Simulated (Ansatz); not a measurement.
`[NH2][AlH][OH]` + H₂ → `[NH2][AlH2]` + H₂O at 298.15 K and 1 bar (hydrogenolysis of the Al–O bond).

Computed with Ansatz on PBE0-D4/def2-TZVP structures; ΔE is electronic, products minus reactants. CBS: def2 TZ/QZ extrapolation, frozen cores. Each species was taken in one conformer, which may not be the lowest.

| species | CCSD(T)/CBS energy (Eh) | H − E (kJ/mol) | S (J/(mol·K)) |
| --- | --- | --- | --- |
| `[NH2][AlH][OH]` | -374.38819 | 137.1 | 290.4 |
| H₂ | -1.17463 | 35.1 | 130.4 |
| `[NH2][AlH2]` | -299.14090 | 115.0 | 251.7 |
| H₂O | -76.37685 | 66.4 | 188.7 |

H − E and S are ideal-gas, rigid-rotor, harmonic terms from PBE0-D4/def2-TZVP, for one conformer and one mirror image of each species. 1 Eh = 2625.50 kJ/mol, R = 8.31446 J/(mol·K).

Q: By hand: ΔE, ΔH, ΔS and ΔG.

A: ΔE = (-299.14090) + (-76.37685) − (-374.38819) − (-1.17463) = 0.04507 Eh = 118.3 kJ/mol. Δ(H − E) = 115.0 + 66.4 − 137.1 − 35.1 = 9.2, so ΔH = 127.5 kJ/mol. ΔS = 251.7 + 188.7 − 290.4 − 130.4 = 19.6 J/(mol·K). ΔG = 127.5 − 298.15 × (19.6)/1000 = 121.7 kJ/mol.

Q: By hand: the equilibrium constant, and the temperature at which ΔG would vanish if ΔH and ΔS stayed fixed.

A: log₁₀ K = −ΔG/(RT ln 10) = -21.3. ΔG = 0 at ΔH/ΔS = 6505 K, far beyond where these terms or the molecules hold.

ΔH outweighs TΔS. A doubt of 5 kJ/mol in ΔE shifts log₁₀ K by 0.9 here. Other conformers and mirror images would add mixing entropy, several J/(mol·K) or more a flexible species. These are equilibria of isolated gas molecules and say nothing of rates. Largest T1 diagnostic: 0.011 (customary marks: 0.02 for closed shells, 0.045 for open ones).
